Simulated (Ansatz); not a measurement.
Cost and result for the atomization energy of `CC1CCS1` (13 atoms, 13 bonds).

Z-matrix (Å, degrees):
```
C
C 1 1.505
H 1 1.095 2 110.2
H 1 1.093 2 111.4 3 119.5
H 1 1.092 2 110.7 3 -120.1
C 2 1.534 1 118.1 3 68.1
S 2 1.841 1 116.8 3 174.2
H 2 1.094 1 110.5 3 -61.3
C 6 1.531 2 96.2 1 140.4
H 6 1.093 2 109.5 1 26.4
H 6 1.094 2 115.7 1 -96.7
H 9 1.091 6 113.4 2 93.8
H 9 1.089 6 116.6 2 -137.7
```

Charge 0, multiplicity 1. Geometry: relaxed with PBE0-D4/def2-TZVP. Program: Ansatz. All runs use 4 threads of an Arm Neoverse N1 on a shared host. Times are those of one run each, without the atoms' runs, and a repeat can differ threefold. Electronic energies, without spin–orbit coupling; frozen cores. CCSD(T)/CBS adds CCSD(T) − MP2 in def2-TZVPP to the MP2 limit, and its time is that of the two runs behind it. T1 = 0.010. B3LYP takes the VWN-RPA correlation (the form of Gaussian; ORCA's B3LYP/G).

CCSD(T)/CBS is a level of theory with its own doubt, some kJ/mol a heavy atom from the limit and from the frozen cores, so smaller differences don't rank the functionals.

```
                             level  functions  wall time
   PBE-D4/def2-TZVPP (with forces)        278      4.5 s
                PBE0-D4/def2-TZVPP        278      5.5 s
r2SCAN-D4/def2-TZVPP (with forces)        278        9 s
 B3LYP-D4/def2-TZVPP (with forces)        278        9 s
                 B2PLYP/def2-TZVPP        278       11 s
                ωB97X-V/def2-TZVPP        278       15 s
  ωB97M-V/def2-TZVPP (with forces)        278       22 s
                    MP2/def2-QZVPP        538       50 s
                CCSD(T)/def2-TZVPP        278    5.7 min
                 CCSD(T)/CBS(def2)          –    6.6 min
```

Problem. What atomization energy does each give, and how far from CCSD(T)/CBS? (Estimate.)

Solution. Computed: 
```tsv
level	atomization (kcal/mol)	difference from CCSD(T)/CBS	per bond
PBE-D4/def2-TZVPP (with forces)	1245.3	29.2	2.2
PBE0-D4/def2-TZVPP	1229.5	13.4	1.0
r2SCAN-D4/def2-TZVPP (with forces)	1220.5	4.4	0.3
B3LYP-D4/def2-TZVPP (with forces)	1215.1	-1.0	-0.1
B2PLYP/def2-TZVPP	1203.0	-13.1	-1.0
ωB97X-V/def2-TZVPP	1220.6	4.5	0.3
ωB97M-V/def2-TZVPP (with forces)	1222.0	5.9	0.5
MP2/def2-QZVPP	1220.7	4.6	0.4
CCSD(T)/def2-TZVPP	1188.2	-27.9	-2.1
CCSD(T)/CBS(def2)	1216.1	0.0	0.0
```

The D4 term adds +10.8 kcal/mol with B3LYP and +5.6 kcal/mol with PBE0; it sums over pairs of atoms, weighted by their polarisabilities, and B3LYP, whose exchange is more repulsive, gets the larger term. From PBE to PBE0 (25 % exact exchange), in def2-TZVPP and without D4, the atomization energy moves by −14.7 kcal/mol: exact exchange takes away binding that semilocal exchange gives to molecules. In def2-TZVPP, CCSD(T) changes the Hartree–Fock value by +286.6 kcal/mol (the triples alone add +17.4 kcal/mol) and MP2 by +302.8 kcal/mol; breaking electron pairs costs correlation energy, which Hartree–Fock lacks.
